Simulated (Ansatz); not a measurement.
C$_{3}$H$_{7}$NOS, SMILES `CC(N)(O)C=S` at its PBE0-D4/def2-TZVP geometry, where that method's forces vanish. Charge 0, multiplicity 1.

```xyz
13

C    -0.6226    0.1522    1.2431
C     0.1115   -0.1742   -0.0548
N     1.4864    0.2517    0.0680
O    -0.0229   -1.5425   -0.3234
C    -0.4788    0.6767   -1.1579
S    -1.1711    0.1065   -2.4893
H    -0.1875   -0.4516    2.0433
H    -1.6762   -0.1114    1.1539
H    -0.5250    1.2075    1.5006
H     2.0217   -0.0970   -0.7184
H     1.8903   -0.1424    0.9095
H    -0.4466   -1.6231   -1.1959
H    -0.3792    1.7474   -0.9788
```

**Question.** What forces (eV/Å) does PBE-D4/def2-TZVPP give on these atoms in Ansatz 0.2.0? (Estimate.)

**Answer.** The calculation gave: 
```
C1  -0.064  0.075  0.076
C2  -0.060  0.139 -0.031
N3   0.102  0.391  0.026
O4   0.150 -0.593  0.363
C5   0.118  0.185  0.274
S6  -0.263 -0.240 -0.524
H7   0.093 -0.122  0.162
H8  -0.203 -0.047 -0.009
H9   0.006  0.209  0.070
H10  0.181 -0.110 -0.258
H11  0.154 -0.111  0.289
H12 -0.240 -0.023 -0.485
H13  0.027  0.247  0.048
```
